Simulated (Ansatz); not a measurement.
# C₂H₆B radical: one species, many methods

The task here is to estimate one member of a computed series from the others.

The runs use Ansatz 0.2.0, Gaussian basis; functionals in def2-TZVPP, the program's frozen cores in correlated methods.

The runs, in order: LDA (SPW92), PBE-D4, revPBE-D4, BLYP-D4, r2SCAN-D4, B97M-V, PBE0-D4, B3LYP-D4, r2SCANh-D4, r2SCAN0-D4, HSE06-D4, BHLYP-D4, CAM-B3LYP-D4, LC-ωPBE, ωB97X-V, ωB97M-V, B2PLYP, PBE-QIDH; CCSD(T)/def2-SVP; CCSD(T)/def2-TZVPP; MP2/def2-QZVPP; extrapolation to the limit; RPA on PBE.

### The geometry

An earlier PBE0-D4 in a triple-zeta def2 set relaxation fixed the geometry.

SMILES `[CH2]BC`, 9 atoms, charge 0, spin multiplicity 2.

Atoms are counted from 1 here; the program's logs count them from 0.

Bond lengths: C1–B2 1.531 Å, C1–H4 1.089 Å, C1–H5 1.087 Å, B2–C3 1.561 Å, B2–H6 1.202 Å, C3–H7 1.092 Å, C3–H8 1.097 Å, C3–H9 1.097 Å. Angles: B2–C1–H4 122.7°, B2–C1–H5 123.3°, H4–C1–H5 113.9°, C1–B2–C3 122.9°, C1–B2–H6 118.3°, C3–B2–H6 118.8°, B2–C3–H7 115.2°, B2–C3–H8 109.8°, B2–C3–H9 110.0°, H7–C3–H8 108.4°, H7–C3–H9 108.5°, H8–C3–H9 104.4°.

The first run:

in.yaml

```yaml
crystal:
  periodic: [false, false, false]
  atoms:
    - {symbol: C, position_ang: [-0.840053, 0.743345, -1.023536]}
    - {symbol: B, position_ang: [0.191752, 0.540829, 0.089128]}
    - {symbol: C, position_ang: [0.524993, -0.860068, 0.691831]}
    - {symbol: H, position_ang: [-1.406610, -0.078408, -1.457781]}
    - {symbol: H, position_ang: [-1.074466, 1.714923, -1.450610]}
    - {symbol: H, position_ang: [0.769056, 1.506575, 0.512968]}
    - {symbol: H, position_ang: [-0.036496, -1.695284, 0.267484]}
    - {symbol: H, position_ang: [1.596149, -1.069217, 0.576441]}
    - {symbol: H, position_ang: [0.364176, -0.849195, 1.777073]}
basis:
  gaussian: {orbitals: def2-TZVPP}
magnetization: {spin_polarized: true, initial_magnetization: 1}
hamiltonian: {xc: lda}
output: {orbitals: {seedname: orbitals}}
```

Among the steps run: LDA; PBE-D4 (GGA); revPBE-D4 (GGA); BLYP-D4 (GGA); r2SCAN-D4 (meta-GGA); B97M-V (meta-GGA); PBE0-D4 (hybrid); B3LYP-D4 (hybrid); r2SCANh-D4 (hybrid); r2SCAN0-D4 (hybrid); HSE06-D4 (hybrid); BHLYP-D4 (hybrid); CAM-B3LYP-D4 (range-separated); LC-ωPBE-D4 (range-separated; the results give it without D4); ωB97X-V (range-separated); ωB97M-V (range-separated); B2PLYP (double hybrid); PBE-QIDH (double hybrid).

One table of the session follows, with a row left open; its other results are not shown here.

It belongs to the step «Frontier levels by functional». 

```
  functional  HOMO (eV)  LUMO (eV)  gap (eV)
 LDA (SPW92)      -6.40      -5.08      1.33
      PBE-D4      -6.40      -4.53      1.86
   revPBE-D4      -6.36      -4.38      1.98
     BLYP-D4      -6.15      -4.52      1.62
   r2SCAN-D4      -6.79      -3.93      2.86
      B97M-V      -6.57      -4.26      2.31
     PBE0-D4      -7.65      -3.27      4.38
    B3LYP-D4          ?          ?         ?
  r2SCANh-D4      -7.26      -3.51      3.75
  r2SCAN0-D4      -7.96      -2.89      5.07
    HSE06-D4      -7.24      -3.67      3.57
    BHLYP-D4      -8.66      -2.15      6.51
CAM-B3LYP-D4      -8.92      -2.23      6.69
     LC-ωPBE     -10.50      -0.69      9.81
     ωB97X-V      -9.85      -1.19      8.67
     ωB97M-V      -9.69      -1.37      8.32
```

Q: Estimate the row for B3LYP-D4 from the others.

Worked estimate for «HOMO (eV)». Against the share of exact exchange, BLYP-D4 (0, -6.15), BHLYP-D4 (0.5, -8.66) give a slope of -5.02 per unit share; at 0.2 the line stands at -7.15.

The run gave: HOMO (eV): -7.29; LUMO (eV): -3.71; gap (eV): 3.58. In «HOMO (eV)» the line misses by +0.14.
